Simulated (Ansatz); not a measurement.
## [H···H···GeH3], doublet: the ladder up to UCCSDT(Q)

Geometry: a point of a hydrogen-transfer path between rigid fragments, not a stationary point.

```tsv
atom	x (Å)	y (Å)	z (Å)
H	-2.6018	0.0000	0.0000
H	-1.5968	0.0000	0.0000
Ge	0.0372	0.0000	0.0000
H	0.5059	-1.4659	0.0000
H	0.5059	0.7330	-1.2695
H	0.5059	0.7330	1.2695
```

Basis cc-pVDZ; Ansatz 0.2.0. Only valence electrons are correlated (noble-gas cores and the filled d shells of p-block atoms frozen), which leaves 9 electrons in 38 orbitals. R marks a restricted (for open shells ROHF) determinant, U an unrestricted one. Active spaces: pair = (3e, 3o) about the gap; valence = (9e, 9o) chosen from the atoms' valence shells. No spin–orbit coupling is included, and no scalar relativity.

Full CI isn't at hand for all of this; UCCSDT(Q) serves as the reference, and is uncertain by about the last step of the cluster series. The frozen core follows each run's orbitals, which can shift R against U totals by a few meV for light atoms and by up to 0.1 eV past Ca.

The UHF ⟨S²⟩ is 0.775 and the T1 diagnostic (RCCSD) is 0.0237. The largest doubles amplitude (RCCSD) is 0.041 and the T1 diagnostic (UCCSD) is 0.0152.

| level | E − E(UCCSDT(Q)) (kcal/mol) | share of correlation (%) | wall time |
| --- | --- | --- | --- |
| UHF | 100.36 | 4.11 | – |
| UMP2 | 23.62 | 77.43 | – |
| UCCSD | 2.33 | 97.78 | – |
| UCCSD(T) | 0.51 | 99.51 | 1.8 s |
| UCCSDT | 0.05 | 99.95 | – |

The correlation energy at UCCSDT(Q), counted from RHF, is -4.539 eV. That run took 17 s on 1 thread of Intel Xeon Platinum 8259CL, shared host.

Run but not shown, since their state or frozen core can't be matched to the reference's or they repeat it: RHF, RMP2, CISD, RCCSD, RCCSD(T), BCCD(T), RCCSDT, RCCSDT(Q), CASSCF (pair space), NEVPT2 (pair space), CASSCF (valence space), NEVPT2 (valence space), MRCISD (valence space), MRCISD+Q (valence space).

Times hold each run's SCF and search for its determinant on a shared host, so for small cases they say little of a method's own cost; they ran on 1 thread of Intel Xeon Platinum 8259CL.

Natural occupations of CASSCF (valence space) about the gap: 1.985 1.972 1.972 1.968 1.001 0.034 0.026 0.020 0.020; effectively unpaired electrons, Σ n²(2−n)², 1.02.
